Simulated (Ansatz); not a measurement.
fcc Pd was calculated with PBE (Ansatz, a program for electronic structure, PAW).

Settings: plane-wave cutoff 520 eV, 24×24×24 k mesh, Fermi–Dirac smearing 0.05 eV, scalar-relativistic PAW data made under PBE.

Cell (relaxed at this level):

```
CELL_PARAMETERS angstrom
      0.00000     1.97149     1.97149
      1.97149     0.00000     1.97149
      1.97149     1.97149     0.00000
ATOMIC_POSITIONS crystal
  Pd 0.00000 0.00000 0.00000
```

What does this level give for the bulk modulus and pressure derivative B′ of the bulk modulus?


- bulk modulus: 168 GPa
- pressure derivative B′ of the bulk modulus: 5.5

The run finds no gap.

Measured, for comparison: bulk modulus 195 GPa (zero-point energy and finite temperature contributions removed, our sources range from 187 to 198; as tabulated in doi:10.1021/acs.jctc.3c00612). Computed (rounded) less measured: bulk modulus -14 % (-10 % to -15 % over the range).

The result took around 40 core-seconds (rough).
